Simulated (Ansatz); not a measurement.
# C₆H₆O: basis-set convergence

One table from this session's results is given with a row withheld; the runs are named, their logs left out.

Computed with Ansatz 0.2.0, Gaussian basis. Level: one geometry, several basis sets.

The runs, in order: PBE0-D4/def2-SVP; ωB97M-V/def2-SVP; PBE0-D4/def2-QZVPP; ωB97M-V/def2-QZVPP; the functionals' def2-TZVPP values are taken from earlier runs.

1 further run of the same task is left out (it didn't finish).

## Structure used throughout

The geometry comes from an earlier relaxation with PBE0-D4 in a triple-zeta def2 set; it is a stationary point, not always the lowest conformer.

SMILES `C=Cc1ccco1`, 13 atoms, charge 0, spin multiplicity 1.

Atoms are counted from 1 here; the program's logs count them from 0.

Bond lengths: C1–C2 1.332 Å, C1–H8 1.083 Å, C1–H9 1.082 Å, C2–C3 1.437 Å, C2–H10 1.086 Å, C3–C4 1.364 Å, C3–O7 1.358 Å, C4–C5 1.421 Å, C4–H11 1.078 Å, C5–C6 1.354 Å, C5–H12 1.078 Å, C6–O7 1.349 Å, C6–H13 1.077 Å. Angles: C2–C1–H8 121.5°, C2–C1–H9 120.9°, H8–C1–H9 117.6°, C1–C2–C3 125.7°, C1–C2–H10 120.0°, C3–C2–H10 114.3°, C2–C3–C4 131.7°, C2–C3–O7 118.9°, C4–C3–O7 109.4°, C3–C4–C5 106.6°, C3–C4–H11 125.8°, C5–C4–H11 127.6°, C4–C5–C6 105.8°, C4–C5–H12 127.7°, C6–C5–H12 126.4°, C5–C6–O7 110.7°, C5–C6–H13 133.2°, O7–C6–H13 116.1° and more.

Set-up of the first run:

in.yaml

```yaml
crystal:
  periodic: [false, false, false]
  atoms:
    - {symbol: C, position_ang: [1.598418, 0.733385, 1.772079]}
    - {symbol: C, position_ang: [1.254144, -0.233086, 0.921911]}
    - {symbol: C, position_ang: [0.143041, -0.191294, 0.010955]}
    - {symbol: C, position_ang: [-0.316816, -1.095436, -0.901028]}
    - {symbol: C, position_ang: [-1.454659, -0.508116, -1.518199]}
    - {symbol: C, position_ang: [-1.603541, 0.706819, -0.938250]}
    - {symbol: O, position_ang: [-0.645413, 0.913564, -0.011540]}
    - {symbol: H, position_ang: [1.036936, 1.657691, 1.835912]}
    - {symbol: H, position_ang: [2.453288, 0.619923, 2.426045]}
    - {symbol: H, position_ang: [1.834103, -1.149910, 0.878487]}
    - {symbol: H, position_ang: [0.113225, -2.064028, -1.101124]}
    - {symbol: H, position_ang: [-2.078852, -0.930558, -2.288950]}
    - {symbol: H, position_ang: [-2.313273, 1.506345, -1.071597]}
basis:
  gaussian: {orbitals: def2-SVP}
hamiltonian: {xc: pbe0, dispersion: d4}
output: {orbitals: {seedname: orbitals}}
```

Steps of the session up to this table: PBE0-D4 in def2-SVP; ωB97M-V in def2-SVP; PBE0-D4 in def2-QZVPP; ωB97M-V in def2-QZVPP.

One of the session's tables, all rows but one given; the rest of the session is left out.

It belongs to the step «Functionals by basis». 

| functional | basis | HOMO (eV) |
| --- | --- | --- |
| PBE0-D4 | def2-SVP | -6.12 |
| PBE0-D4 | def2-TZVPP | -6.14 |
| PBE0-D4 | def2-QZVPP | -6.16 |
| ωB97M-V | def2-SVP | -8.14 |
| ωB97M-V | def2-TZVPP | -8.16 |
| ωB97M-V | def2-QZVPP | ? |

**Question.** Estimate the row for ωB97M-V, def2-QZVPP.

As computed: HOMO (eV): -8.18. In the column «HOMO (eV)» it is the lowest.
